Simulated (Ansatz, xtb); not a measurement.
System: C$_{6}$H$_{6}$ (charge +1, doublet). SMILES of the parent species: c1ccccc1
Geometry from a B3LYP-D3(BJ)/def2-TZVP (Ansatz, a first-principles code) optimisation:
```xyz
12

C     -0.0284     1.4184    -0.0072
C      1.1943     0.6864    -0.0047
C      1.2114    -0.7385     0.0026
C      0.0284    -1.4184     0.0072
C     -1.1943    -0.6864     0.0047
C     -1.2114     0.7385    -0.0026
H     -0.0002     2.4993    -0.0128
H      2.1336     1.2263    -0.0084
H      2.1595    -1.2582     0.0043
H      0.0002    -2.4993     0.0128
H     -2.1336    -1.2263     0.0084
H     -2.1595     1.2582    -0.0043
```
Charge +1, spin multiplicity 2.

Harmonic wavenumbers from GFN2-xTB (xtb, at its own minimum), cm⁻¹: 137, 328, 334, 544, 648, 654, 674, 855, 856, 893, 909, 915, 1007, 1021, 1047, 1120, 1122, 1128, 1214, 1310, 1359, 1368, 1388, 1436, 2994, 3002, 3007, 3015, 3112, 3112.

Give the harmonic wavenumbers at B3LYP-D3(BJ)/def2-TZVP (Ansatz, finite differences of forces, unscaled).

237, 289, 344, 416, 604, 683, 797, 910, 954, 965, 981, 1009, 1017, 1026, 1044, 1072, 1206, 1221, 1373, 1396, 1404, 1460, 1549, 1673, 3195, 3198, 3209, 3212, 3220, 3223 cm⁻¹. Zero-point energy 61.3 kcal/mol.

From these and the geometry, give the ideal-gas thermochemistry at 298.15 K and 1 atm (rigid rotor, harmonic oscillator).

Point group D2h, rotational symmetry number 4. Rotational constants 5.849, 5.418, 2.813 GHz. S(trans) 38.98, S(rot) 22.94, S(vib) 7.41, S(elec, spin only) 1.38, S 70.7 cal/(mol K). H(298) - H(0) 3.85 kcal/mol; G - E(el) 44.1 kcal/mol.
